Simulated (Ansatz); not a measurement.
in.yaml

```yaml
crystal:
  periodic: [false, false, false]
  atoms:
    - {symbol: Si, position_ang: [0.000000, -0.104364, 1.571806]}
    - {symbol: As, position_ang: [0.000000, 0.022917, -0.620554]}
    - {symbol: H, position_ang: [0.000000, 1.204585, 2.329445]}
basis:
  gaussian: {orbitals: cc-pVTZ}
total_charge: 1
magnetization: {spin_polarized: true, initial_magnetization: 3}
hamiltonian: {xc: hf}
output: {orbitals: {seedname: orbitals}}
```

```sh
$ ansatz run in.yaml --threads 1 --pin off --events-out ev --progress --plain --max-ram 4096MiB --backend cpu
```

The program prints:

```
572 factors; integrals over basis functions are off by at most 1.1e-3 eV
mean field evaluation 1: about -68665.1562 eV, gradient 8.1e0 eV
mean field evaluation 2: about -68665.1608 eV, gradient 8.1e0 eV
mean field evaluation 4: about -68665.9610 eV, gradient 1.7e0 eV
mean field evaluation 8: about -68666.0377 eV, gradient 2.4e-1 eV
mean field evaluation 16: about -68665.6414 eV, gradient 1.8e0 eV
mean field evaluation 32: about -68665.9564 eV, gradient 1.7e0 eV
mean field -68666.04231094 eV, -2523.4305114119 hartree, gradient 3.0e-5 eV, S^2 3.766107; 1 other end points of the search recorded, 0 dependent functions left out
reference -68666.04231094 eV, -2523.4305114119 hartree; 25, 22 occupied and 66, 69 virtual orbitals, 572 factors
Total energy: -68666.04231094 eV, -2523.4305114119 hartree
```

Ran on 1 thread of AMD EPYC 7R13, shared host: 2.3 s wall, 0.19 GiB peak host memory.
